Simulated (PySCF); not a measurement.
Saddle point of CH7BO, singlet (CH₄O ([CH3][OH]) + BH₃ → CH₅BO ([BH2][O][CH3]) + H₂; bonds formed: H2–H5; dative contacts that become bonds: B1–O6; bonds broken: B1–H2, H5–O6), PBE0-D4/def2-TZVP structure:

B1  (-0.180, -1.200, 0.010)
H2  (0.935, -1.394, -0.717)
H3  (-1.053, -1.006, -0.786)
H4  (-0.240, -2.117, 0.774)
H5  (1.039, -0.568, -0.125)
O6  (0.346, 0.094, 0.702)
C7  (-0.120, 1.307, 0.141)
H8  (0.385, 2.131, 0.646)
H9  (0.087, 1.362, -0.934)
H10  (-1.200, 1.391, 0.288)
(Å)

Energies are electronic, without zero-point energy. Barriers and step energies count from the start structure reached by relaxing down the imaginary mode; all methods use the PBE0-D4 structures, on which another method's saddle can fall below an end. Program: PySCF 2.14 with density fitting (its default auxiliary sets; JK sets also for MP2 and CCSD(T)). Basis: def2-TZVPP, with def2-QZVPP for the basis limit. Cores are frozen in the correlated methods. B3LYP uses VWN-RPA correlation. Extrapolation: Hartree–Fock as exp(−7.88 √X), correlation as X^−2.97.

| method | barrier (kcal/mol) | step energy (kcal/mol) |
| --- | --- | --- |
| SPW92 | 16.87 | -5.47 |
| PBE-D4 | 19.51 | -12.47 |
| r2SCAN-D4 | 21.96 | -12.71 |
| PBE0-D4 | ? | -11.12 |
| B3LYP-D4 | ? | -15.07 |
| BHLYP-D4 | 29.07 | -13.95 |
| wB97M-V | 25.77 | -12.62 |
| HF | ? | -18.03 |
| MP2 | 25.19 | -12.88 |
| CCSD | 28.56 | -12.78 |
| CCSD(T) | 26.84 | -12.66 |

Problem. Fill in the withheld barriers. (An estimate is asked for; the value comes from the calculation.)

Solution. By the calculation: B3LYP-D4 24.90; PBE0-D4 23.00; HF 36.61 kcal/mol. Each is the energy of the saddle less that of the start structure, by the same method.

For comparison, the barrier by CCSD(T) at an estimated basis limit (MP2 extrapolated from triple and quadruple zeta, plus CCSD(T) − MP2 in triple zeta) is 26.17 kcal/mol.

T1 diagnostic: at most 0.014. The end structure is not quite a true minimum (one mode of 41i cm⁻¹).

The step is the kind of ligand exchange by which a precursor binds to a hydroxyl group, or is hydrolysed, in atomic layer deposition of oxides.

Labels in which every atom is bracketed show which atoms are joined, not bond orders.

For scale, one of the runs: CCSD(T)/def2-TZVPP, 191 basis functions, launched by `OMP_NUM_THREADS=4 python run.py`. Hardware: 4 CPU threads of an Intel Xeon, shared host. Wall time 5.9 min; peak host memory 2 GiB.
